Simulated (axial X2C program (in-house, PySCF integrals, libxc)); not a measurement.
Worked dissociation energy of PF: PBE, spin-free

Calculated with an in-house relativistic program for diatomic molecules. Spin-free means the one-electron spin-free X2C Hamiltonian. Basis: P dyall-v3z [8s7p2d1f], F dyall-av3z [7s6p3d2f] (cores contracted in-house); Gaussian nuclei, density fitting, unrestricted open shells. Masses: P 30.974 u, F 18.998 u.

Molecular state: M_S = 1, Λ = 0 (beyond evenly filled blocks: π+α, π-α).

| Property | Result |
| --- | --- |
| E(P) (2M_S = 3, M_L = 0) | -341.941284 hartree |
| E(F) (2M_S = 1, M_L = 0) | -99.764561 hartree |
| E(PF) at Re | -441.889748 hartree |
| ωe | 794.3 cm⁻¹ |
| ωexe | 4.14 cm⁻¹ |

Task: Work out De and D0.

Result: De = -341.941284 + (-99.764561) − (-441.889748) = 0.18390 hartree = 5.004 eV. The zero-point energy is ωe/2 − ωexe/4 = 396 cm⁻¹ = 0.049 eV, so D0 = 4.955 eV.

The state is a single determinant with fixed occupations, the lowest that a limited PBE0 search found. De is counted from the lowest determinant-based energies of the atoms at the same level, without counterpoise correction.

Each atomic determinant is the lowest at this level and need not be a pure term. Totals compare only within one Hamiltonian and basis.
